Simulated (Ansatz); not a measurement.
Ansatz (a first-principles code) input file for formaldehyde (CH₂O), SMILES C=O, PBE0-D3(BJ)/def2-TZVPD. 

Ansatz 0.2 input:
```yaml
crystal:
  periodic: [false, false, false]
  atoms:
    - {symbol: C, position_ang: [-0.52130201, -0.00609948, -0.00000000]}
    - {symbol: O, position_ang: [0.67076344, 0.00152796, -0.00000000]}
    - {symbol: H, position_ang: [-1.11914773, 0.01218660, 0.92678539]}
    - {symbol: H, position_ang: [-1.11914773, 0.01218660, -0.92678539]}
basis:
  gaussian:
    orbitals: def2-TZVPD
hamiltonian:
  xc: pbe0
  dispersion: d3bj
relax: {f_tol: 0.002, max_steps: 200}
```

Program output:

```
WARN ansatz: RAYON_NUM_THREADS=1 ignored (pool sized by the plan → 1); use --threads N
Functional definition: PBE0
integrals: 0.01 GiB planned
460 factors; their error is unknown
mean field: 0.20 GiB planned
mean field evaluation 1: about -3110.7060 eV, gradient 4.0e1 eV
mean field evaluation 2: about -3105.2889 eV, gradient 6.8e1 eV
mean field evaluation 4: about -3113.5011 eV, gradient 1.9e0 eV
mean field evaluation 8: about -3113.5080 eV, gradient 6.6e-2 eV
mean field -3113.50801960 eV, -114.4193093088 hartree, gradient 3.1e-5 eV, S^2 0.000000; 0 other end points of the search recorded, 0 dependent functions left out
the calculation of the forces begins
reference -3113.50804914 eV, -114.4193103942 hartree; 8, 8 occupied and 87, 87 virtual orbitals, 460 factors
relax step   1: F+E_penalty+E_count = -3113.53176384 eV  Δ(F+E_penalty+E_count) = +0.000e0 eV  max|allowed force component| = 3.103e-1 eV/Å  Δτ_max = 0.0000 Å  (26 SCF iters, accepted)
these checks for a lower state are left out or cut short: starts, cluster_reference, orbital_swaps, neighbouring_geometries, increment
integrals: 0.01 GiB planned
460 factors; their error is unknown
mean field: 0.20 GiB planned
mean field evaluation 16: about -3112.0386 eV, gradient 2.0e1 eV
mean field -3112.98255420 eV, -114.3999988116 hartree, gradient 8.3e-6 eV, S^2 0.000000; 0 other end points of the search recorded, 0 dependent functions left out
the calculation of the forces begins
reference -3112.98258400 eV, -114.3999999064 hartree; 8, 8 occupied and 87, 87 virtual orbitals, 460 factors
relax step   2: F+E_penalty+E_count = -3113.00630797 eV  Δ(F+E_penalty+E_count) = +5.255e-1 eV  max|allowed force component| = 4.440e0 eV/Å  Δτ_max = 0.1949 Å  (35 SCF iters, rejected (line search))
these checks for a lower state are left out or cut short: starts, cluster_reference, orbital_swaps, neighbouring_geometries, increment
integrals: 0.01 GiB planned
460 factors; their error is unknown
mean field: 0.20 GiB planned
mean field evaluation 32: about -3113.5105 eV, gradient 4.3e-6 eV
mean field -3113.51048889 eV, -114.4194000535 hartree, gradient 4.3e-6 eV, S^2 0.000000; 0 other end points of the search recorded, 0 dependent functions left out
the calculation of the forces begins
reference -3113.51051842 eV, -114.4194011386 hartree; 8, 8 occupied and 87, 87 virtual orbitals, 460 factors
relax step   3: F+E_penalty+E_count = -3113.53423323 eV  Δ(F+E_penalty+E_count) = -2.469e-3 eV  max|allowed force component| = 3.599e-1 eV/Å  Δτ_max = 0.0057 Å  (32 SCF iters, accepted)
these checks for a lower state are left out or cut short: starts, cluster_reference, orbital_swaps, neighbouring_geometries, increment
integrals: 0.01 GiB planned
460 factors; their error is unknown
mean field: 0.20 GiB planned
mean field -3113.51340217 eV, -114.4195071146 hartree, gradient 4.4e-6 eV, S^2 0.000000; 0 other end points of the search recorded, 0 dependent functions left out
the calculation of the forces begins
reference -3113.51343178 eV, -114.4195082028 hartree; 8, 8 occupied and 87, 87 virtual orbitals, 460 factors
relax step   4: F+E_penalty+E_count = -3113.53714448 eV  Δ(F+E_penalty+E_count) = -2.911e-3 eV  max|allowed force component| = 2.870e-1 eV/Å  Δτ_max = 0.0123 Å  (31 SCF iters, accepted)
these checks for a lower state are left out or cut short: starts, cluster_reference, orbital_swaps, neighbouring_geometries, increment
integrals: 0.01 GiB planned
460 factors; their error is unknown
mean field: 0.20 GiB planned
mean field -3113.51383399 eV, -114.4195229836 hartree, gradient 4.4e-6 eV, S^2 0.000000; 0 other end points of the search recorded, 0 dependent functions left out
the calculation of the forces begins
reference -3113.51386356 eV, -114.4195240704 hartree; 8, 8 occupied and 87, 87 virtual orbitals, 460 factors
relax step   5: F+E_penalty+E_count = -3113.53757694 eV  Δ(F+E_penalty+E_count) = -4.325e-4 eV  max|allowed force component| = 3.307e-2 eV/Å  Δτ_max = 0.0024 Å  (33 SCF iters, accepted)
these checks for a lower state are left out or cut short: starts, cluster_reference, orbital_swaps, neighbouring_geometries, increment
integrals: 0.01 GiB planned
460 factors; their error is unknown
mean field: 0.20 GiB planned
mean field -3113.51384481 eV, -114.4195233815 hartree, gradient 4.4e-6 eV, S^2 0.000000; 0 other end points of the search recorded, 0 dependent functions left out
the calculation of the forces begins
reference -3113.51387439 eV, -114.4195244683 hartree; 8, 8 occupied and 87, 87 virtual orbitals, 460 factors
relax step   6: F+E_penalty+E_count = -3113.53758765 eV  Δ(F+E_penalty+E_count) = -1.071e-5 eV  max|allowed force component| = 2.523e-2 eV/Å  Δτ_max = 0.0002 Å  (32 SCF iters, accepted)
these checks for a lower state are left out or cut short: starts, cluster_reference, orbital_swaps, neighbouring_geometries, increment
integrals: 0.01 GiB planned
460 factors; their error is unknown
mean field: 0.20 GiB planned
mean field evaluation 64: about -3113.5139 eV, gradient 4.4e-6 eV
mean field -3113.51386113 eV, -114.4195239810 hartree, gradient 4.4e-6 eV, S^2 0.000000; 0 other end points of the search recorded, 0 dependent functions left out
the calculation of the forces begins
reference -3113.51389071 eV, -114.4195250680 hartree; 8, 8 occupied and 87, 87 virtual orbitals, 460 factors
relax step   7: F+E_penalty+E_count = -3113.53760359 eV  Δ(F+E_penalty+E_count) = -1.594e-5 eV  max|allowed force component| = 1.577e-4 eV/Å  Δτ_max = 0.0006 Å  (33 SCF iters, accepted)
integrals: 0.01 GiB planned
460 factors; their error is unknown
mean field: 0.20 GiB planned
mean field -3113.51386113 eV, -114.4195239810 hartree, gradient 4.4e-6 eV, S^2 0.000000; 1 other end points of the search recorded, 0 dependent functions left out
the calculation of the forces begins
reference -3113.51389071 eV, -114.4195250680 hartree; 8, 8 occupied and 87, 87 virtual orbitals, 460 factors
Total energy: -3113.53763317 eV, -114.4203975873 hartree
Atom 0 at    -0.527869     0.004981     0.000000 Å, force    -0.000070     0.000057    -0.000000 eV/Å
Atom 1 at     0.667937    -0.002090    -0.000000 Å, force     0.000158    -0.000020     0.000000 eV/Å
Atom 2 at    -1.114451     0.008455     0.940439 Å, force    -0.000044    -0.000019     0.000070 eV/Å
Atom 3 at    -1.114451     0.008455    -0.940439 Å, force    -0.000044    -0.000019    -0.000070 eV/Å
Dipole moment:    -0.491186     0.002906    -0.000000 e Å
```

The calculation finished and met its thresholds.
